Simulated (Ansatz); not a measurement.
`CNC=N` and `CN(C=N)C=O` differ in one atom or group.

Ansatz, PBE0-D4/def2-TZVP geometries, multiplicity 1. Each molecule was computed in one conformer, which needn't be the lowest.

```json
{"property": "size of the dipole moment (PBE/def2-TZVPP) / D", "`CNC=N`": "3.85"}
{"property": "HOMO energy (PBE0/def2-TZVPP) / eV", "`CNC=N`": "-6.74"}
{"property": "LUMO energy (ωB97M-V/def2-TZVPP) / eV", "`CNC=N`": "2.34"}
{"property": "LUMO energy (PBE0/def2-TZVPP) / eV", "`CNC=N`": "0.94"}
{"property": "HOMO–LUMO gap (B3LYP/def2-TZVPP) / eV", "`CNC=N`": "7.11"}
{"property": "size of the dipole moment (B3LYP/def2-TZVPP) / D", "`CNC=N`": "3.90"}
```

Problem. What does the change do to each property? (An estimate is asked.)

Solution. Ansatz gave: 
| property | `CN(C=N)C=O` | shift |
| --- | --- | --- |
| size of the dipole moment (PBE/def2-TZVPP) / D | 1.04 | -2.81 |
| HOMO energy (PBE0/def2-TZVPP) / eV | -7.79 | -1.05 |
| LUMO energy (ωB97M-V/def2-TZVPP) / eV | 1.63 | -0.71 |
| LUMO energy (PBE0/def2-TZVPP) / eV | -0.62 | -1.56 |
| HOMO–LUMO gap (B3LYP/def2-TZVPP) / eV | 6.70 | -0.41 |
| size of the dipole moment (B3LYP/def2-TZVPP) / D | 0.95 | -2.95 |

With PBE0 the HOMO falls by 1.05 eV and the LUMO falls by 1.56 eV, so the gap narrows by about 0.51 eV. PBE moves the HOMO by -0.81 eV and ωB97M-V by -0.95 eV. Dipoles are sizes alone; their direction can turn.

B3LYP here is the variant with VWN-RPA as its local correlation; programs differ in this.
